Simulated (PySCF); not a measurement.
# S₃: PBE0 against B3LYP

Base calculation in PySCF with density fitting and no spin–orbit coupling, PBE0/def2-TZVP (no relativity): singlet, C2v, S–S 1.905 Å (×2); S–S–S 118.1°; wavenumbers 271, 630, 731 cm⁻¹; dipole moment 0.50 D, gap between the highest occupied and lowest empty levels 3.27 eV, polar-tensor charge of S 0.69 e, atomisation energy (no zero-point energy) 694 kJ/mol.

Question: What changes on going to B3LYP/def2-TZVP (no relativity)?

Answer: The point group stays the same. Changes: mean bond to S +0.018 Å, highest wavenumber -45 cm⁻¹, lowest wavenumber -7 cm⁻¹, dipole moment +0.04 D, gap between the highest occupied and lowest empty levels -0.43 eV, polar-tensor charge of S -0.03 e, atomisation energy (no zero-point energy) -29 kJ/mol. The new structure has S–S 1.923 Å (×2); S–S–S 118.1°, with wavenumbers 264, 596, 686 cm⁻¹.

The structures come from searches over a few start shapes, so lower isomers are not excluded.
